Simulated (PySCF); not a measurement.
# PBE0/def2-TZVPPD run of [HO2]− (hydroperoxide(1-))

Aim: the energy change on altering one bond length of [HO2]− (hydroperoxide(1-)) at PBE0/def2-TZVPPD, from 2 runs. 

The calculation is run with PySCF 2.14.0.

4 further runs of the same task are left out: 4 set aside as unsound or not needed.

### Step 1. The structure to begin with

[HO2]− has 3 atoms, charge -1, and is taken as a singlet. As SMILES, `[O-]O`. The coordinates come from a GFN2-xTB relaxation.

Bond lengths: O1–O2 1.458 Å, O2–H3 0.963 Å. Angles: O1–O2–H3 100.3°.

### Step 2. The energy at PBE0/def2-TZVPPD

job.py

```python
from pyscf import gto, dft

molecule = gto.Mole()
molecule.atom = 'O -0.355040 1.013280 -0.080710; O -0.244450 -0.436620 -0.180910; H 0.599490 -0.576670 0.261620'
molecule.charge = -1
molecule.basis = 'def2-tzvppd'
molecule.max_memory = 1860
molecule.verbose = 3
molecule.build()

ks = dft.RKS(molecule)
ks.xc = 'pbe0'
ks.conv_tol = 1e-10
ks.grids.level = 5
ks.kernel()
if not ks.converged:
    ks = ks.newton().run(ks.mo_coeff, ks.mo_occ)

e_final = ks.e_tot
print('E(%s) = %.9f' % ('PBE0', e_final))
```

Started as:

```bash
$ OMP_NUM_THREADS=1 python job.py
```

Standard output:

```text
converged SCF energy = -150.845701727136
E(PBE0) = -150.845701727
```

It took 5.4 s on 1 thread of Intel Xeon 6975P-C (Granite Rapids), shared host; peak memory 0.46 GiB.

### Step 3. The distorted shape at the same level

calc.py

```python
from pyscf import gto, dft

molecule = gto.M(
    atom='''
O     -0.733620     2.736745    -0.095718
O     -0.461944    -0.825092    -0.341870
H      1.132872    -1.089748     0.494390
''',
    unit='bohr',
    max_memory=1860,
    charge=-1,
    verbose=4,
    basis='def2-tzvppd',
)

mf = dft.RKS(molecule)
mf.xc = 'pbe0'
mf.conv_tol = 1e-10
mf.grids.level = 5
mf.kernel()
if not mf.converged:
    mf = mf.newton().run(mf.mo_coeff, mf.mo_occ)

e_final = mf.e_tot
print('E = %.10f Eh' % e_final)
```

Started as:

```bash
$ OMP_NUM_THREADS=1 python calc.py
```

Standard output:

```text
PySCF version 2.14.0

[INPUT] num. atoms = 3
[INPUT] num. electrons = 18
[INPUT] charge = -1
[INPUT] spin (= nelec alpha-beta = 2S) = 0
[INPUT] symmetry False subgroup None
[INPUT] Mole.unit = bohr
[INPUT] Symbol           X                Y                Z      unit          X                Y                Z       unit  Magmom
[INPUT]  1 O     -0.388214985475   1.448223086099  -0.050651784275 AA   -0.733620000000   2.736745000000  -0.095718000000 Bohr   0.0
[INPUT]  2 O     -0.244450237521  -0.436619883312  -0.180909813097 AA   -0.461944000000  -0.825092000000  -0.341870000000 Bohr   0.0
[INPUT]  3 H      0.599490045289  -0.576669807246   0.261619921307 AA    1.132872000000  -1.089748000000   0.494390000000 Bohr   0.0

nuclear repulsion = 24.1304292959222
number of shells = 35
number of NR pGTOs = 129
number of NR cGTOs = 97
basis = def2-tzvppd
ecp = {}

******** <class 'pyscf.dft.rks.RKS'> ********
method = RKS
initial guess = minao
damping factor = 0
level_shift factor = 0
DIIS = <class 'pyscf.scf.diis.CDIIS'>
diis_start_cycle = 1
diis_space = 8
diis_damp = 0
SCF conv_tol = 1e-10
SCF conv_tol_grad = None
SCF max_cycles = 50
direct_scf = True
direct_scf_tol = 1e-13
XC library pyscf.dft.libxc version 7.0.0
    S. Lehtola, C. Steigemann, M. J.T. Oliveira, and M. A.L. Marques.,  SoftwareX 7, 1–5 (2018)
XC functionals = pbe0
radial grids:
    Treutler-Ahlrichs [JCP 102, 346 (1995); DOI:10.1063/1.469408] (M4) radial grids

becke partition: Becke, JCP 88, 2547 (1988); DOI:10.1063/1.454033
pruning grids: <function nwchem_prune>
grids dens level: 5
symmetrized grids: False
atomic radii adjust function: <function treutler_atomic_radii_adjust>
small_rho_cutoff = 0
Set gradient conv threshold to 1e-05
Initial guess from minao.
tot grids = 109496
init E= -150.47973280483
  HOMO = -0.343375357616092  LUMO = -0.26237234480184  gap/eV = 2.20420
cycle= 1 E= -150.694840054382  delta_E= -0.215  |g|= 0.672  |ddm|= 1.12
  HOMO = 0.18106755061652  LUMO = 0.185244616919342  gap/eV = 0.11366
cycle= 2 E= -150.220760824271  delta_E= 0.474  |g|= 1.57  |ddm|= 5.22
  HOMO = -0.0142238494567835  LUMO = 0.135011325957549  gap/eV = 4.06090
cycle= 3 E= -150.766158072662  delta_E= -0.545  |g|= 0.462  |ddm|= 4.98
  HOMO = -0.00482857668100865  LUMO = 0.134225027874827  gap/eV = 3.78384
cycle= 4 E= -150.803645750247  delta_E= -0.0375  |g|= 0.158  |ddm|= 0.255
  HOMO = -0.00360027991084939  LUMO = 0.143709823050095  gap/eV = 4.00851
cycle= 5 E= -150.808659778529  delta_E= -0.00501  |g|= 0.0174  |ddm|= 0.0995
  HOMO = -0.00592529454105684  LUMO = 0.141952918710288  gap/eV = 4.02397
cycle= 6 E= -150.808717770995  delta_E= -5.8e-05  |g|= 0.0056  |ddm|= 0.0155
  HOMO = -0.00701843493488445  LUMO = 0.141352253181921  gap/eV = 4.03737
cycle= 7 E= -150.808725895541  delta_E= -8.12e-06  |g|= 0.00053  |ddm|= 0.00723
  HOMO = -0.00704408936576391  LUMO = 0.141351418478358  gap/eV = 4.03805
cycle= 8 E= -150.808725996864  delta_E= -1.01e-07  |g|= 0.000157  |ddm|= 0.00091
  HOMO = -0.00703333630152157  LUMO = 0.141363308791078  gap/eV = 4.03808
cycle= 9 E= -150.808726013452  delta_E= -1.66e-08  |g|= 4.35e-05  |ddm|= 0.000298
  HOMO = -0.00703062426978337  LUMO = 0.141366979891892  gap/eV = 4.03810
cycle= 10 E= -150.808726017294  delta_E= -3.84e-09  |g|= 2.41e-05  |ddm|= 0.000179
  HOMO = -0.00703001228555173  LUMO = 0.141367053727109  gap/eV = 4.03809
cycle= 11 E= -150.80872601784  delta_E= -5.46e-10  |g|= 6.09e-06  |ddm|= 6.37e-05
  HOMO = -0.00703028584176343  LUMO = 0.141366532430901  gap/eV = 4.03808
cycle= 12 E= -150.808726017908  delta_E= -6.81e-11  |g|= 1.16e-06  |ddm|= 3.39e-05
  HOMO = -0.00702977992104962  LUMO = 0.141366827013911  gap/eV = 4.03808
Extra cycle  E= -150.808726017906  delta_E= 2.33e-12  |g|= 3.28e-06  |ddm|= 2.48e-06
converged SCF energy = -150.808726017906
E = -150.8087260179 Eh
```

Wall time 6 s (1 thread of Intel Xeon 6975P-C (Granite Rapids), shared host); peak memory 0.46 GiB.

### Step 4. Outcome

Level: PBE0/def2-TZVPPD.

```
                                                              quantity          value
                                             first shape: total energy  -150.84570 Eh
                                              first shape: HOMO energy        1.47 eV
                                              first shape: LUMO energy        4.91 eV
    first shape: HOMO–LUMO gap (to an unbound level, set by the basis)        3.44 eV
                                         distorted shape: total energy  -150.80873 Eh
                                          distorted shape: HOMO energy       -0.19 eV
                                          distorted shape: LUMO energy        3.85 eV
distorted shape: HOMO–LUMO gap (to an unbound level, set by the basis)        4.04 eV
     energy change with the O1–O2 bond stretched from 1.458 to 1.895 Å       1.006 eV
```

What this shows: With the O1–O2 bond stretched from 1.458 to 1.895 Å the energy rises by 1.01 eV (97 kJ/mol). The first shape isn't relaxed at this level, so the change isn't measured from a minimum. The HOMO (first shape) lies at positive energy, 1.47 eV; only total energies tell whether the electron is bound. Mulliken charges (distorted shape) run from -0.64 on O1 to +0.15 on H3; in a basis this large or diffuse they mean little.
